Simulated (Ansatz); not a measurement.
System: tetradymite Bi₂Te₃. Method: LDA (plane waves, PAW; Ansatz, a program for electronic structure).

Total energies, extrapolated to zero smearing (they compare only within this program, potentials and cutoff):

```
system                       energy (eV/atom)
---------------------------  ----------------
tetradymite Bi₂Te₃, relaxed        -8930.8798
rhombohedral A7 Bi                -12085.8620
trigonal Te                        -6827.1995
```

Work out the formation enthalpy per atom.

ΔH_f ≈ ΔE = -8930.8798 − [2 × (-12085.8620) + 3 × (-6827.1995)]/5 = -0.215 eV/atom (0 K, no vibrations). The reference value is -0.163 ± 0.004 eV/atom (measured, 298 K, copied from a table, unchecked, no zero-point or thermal correction; as tabulated in Wang et al. (2021), doi:10.1038/s41598-021-94550-5), a difference of -0.052 eV/atom.

Spin–orbit coupling is left out; its size isn't shown.

The PAW data were made under PBE.

Note: LDA has no dispersion term either, though it tends to give short spacings of layers, chains or molecules.
